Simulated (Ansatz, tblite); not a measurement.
# The cluster K3Na+: one state, many levels

The task here is to estimate one member of a computed series from the others.

Computed with Ansatz 0.2.0, Gaussian basis. Level: as each input shows.

Levels to be run: GFN1-xTB, GFN2-xTB, PBE/def2-TZVP, r2SCAN/def2-TZVP, LDA/def2-TZVP, CAM-B3LYP/def2-TZVP, ωB97M-V/def2-TZVP, BHLYP/def2-TZVP, BLYP/def2-TZVP, PBE/def2-SVP, PBE0/def2-SVP, HF/6-31G, B3LYP/6-31G, CCSD(T)/def2-TZVPP, MP2/def2-TZVP, RPA/def2-TZVP.

**The geometry**

The geometry is that of the doublet, from an earlier relaxation (PBE0/def2-TZVP). At that level it is the lowest of the isomers that a small search found.

4 atoms, charge 1, spin multiplicity 2.

Bond lengths: Na1–K2 3.732 Å, Na1–K3 4.185 Å, Na1–K4 3.944 Å, K2–K3 4.557 Å. Angles: K2–Na1–K3 70.0°, K2–Na1–K4 91.8°, K3–Na1–K4 161.2°, Na1–K2–K3 59.7°, Na1–K3–K2 50.3°.

Geometry (Å):

| atom | x (Å) | y (Å) | z (Å) |
| --- | --- | --- | --- |
| Na1 | 0.1862 | -0.2306 | -1.2275 |
| K2 | -0.1283 | 0.3956 | 2.4383 |
| K3 | 0.9804 | 3.7924 | -0.3901 |
| K4 | -1.0383 | -3.9575 | -0.8207 |

The ion is computed in the gas phase, without counter-ions or solvent.

PBE0/def2-TZVP was run before; its log isn't repeated, and its numbers join the tables.

The first run:

Tight binding, by tblite at 300 K electronic temperature and without a spin-polarisation term:

```python
tblite.interface.Calculator('GFN1-xTB', numbers, positions, charge=1, uhf=1).singlepoint()
```

Tight binding, by tblite at 300 K electronic temperature and without a spin-polarisation term:

```python
tblite.interface.Calculator('GFN2-xTB', numbers, positions, charge=1, uhf=1).singlepoint()
```

start.molden holds the orbitals of an earlier run on this state, given as this run's starting guess.

File in.yaml:

```yaml
crystal:
  periodic: [false, false, false]
  atoms:
    - {symbol: Na, position_ang: [0.186244, -0.230552, -1.227480]}
    - {symbol: K, position_ang: [-0.128343, 0.395596, 2.438304]}
    - {symbol: K, position_ang: [0.980385, 3.792445, -0.390123]}
    - {symbol: K, position_ang: [-1.038295, -3.957489, -0.820691]}
basis:
  gaussian: {orbitals: def2-TZVP, initial_orbitals: start.molden}
total_charge: 1
magnetization: {spin_polarized: true, initial_magnetization: 1}
hamiltonian: {xc: pbe}
scf: {omitted_lower_state_checks: [starts]}
output: {orbitals: {seedname: orbitals}}
```

Command:

```console
ansatz run in.yaml --threads 2 --pin off --events-out ev --progress --plain --max-ram 4352MiB
```

Among the steps run: PBE/def2-TZVP; r2SCAN/def2-TZVP; LDA/def2-TZVP; CAM-B3LYP/def2-TZVP; ωB97M-V/def2-TZVP; BHLYP/def2-TZVP; BLYP/def2-TZVP; PBE/def2-SVP; PBE0/def2-SVP; HF/6-31G; B3LYP/6-31G; CCSD(T)/def2-TZVPP; MP2/def2-TZVP; RPA/def2-TZVP.

One of the session's tables, all rows but one given; the rest of the session is left out.

It belongs to the step «Levels side by side». 

| level | HOMO (eV) | LUMO (eV) | gap (eV) |
| --- | --- | --- | --- |
| HF/6-31G | -6.55 | -2.47 | 4.08 |
| LDA/def2-TZVP | -5.37 | -5.02 | 0.35 |
| PBE/def2-SVP | -5.29 | -4.86 | 0.44 |
| PBE/def2-TZVP | -5.27 | -4.82 | 0.45 |
| BLYP/def2-TZVP | -5.14 | -4.84 | 0.29 |
| r2SCAN/def2-TZVP | -5.25 | -4.23 | 1.02 |
| B3LYP/6-31G | -5.56 | -4.60 | 0.96 |
| PBE0/def2-SVP | ? | ? | ? |
| PBE0/def2-TZVP | -5.64 | -4.27 | 1.37 |
| BHLYP/def2-TZVP | -5.90 | -3.93 | 1.98 |
| CAM-B3LYP/def2-TZVP | -6.25 | -3.78 | 2.47 |
| ωB97M-V/def2-TZVP | -6.33 | -3.54 | 2.79 |

**Question.** Estimate the row for PBE0/def2-SVP.

The run gave: HOMO (eV): -5.65; LUMO (eV): -4.32; gap (eV): 1.33. In the column «HOMO (eV)» it lies between BHLYP/def2-TZVP (-5.90) and PBE0/def2-TZVP (-5.64).

Caveats from the session: Notes on CCSD(T)/def2-TZVPP: spin contamination.
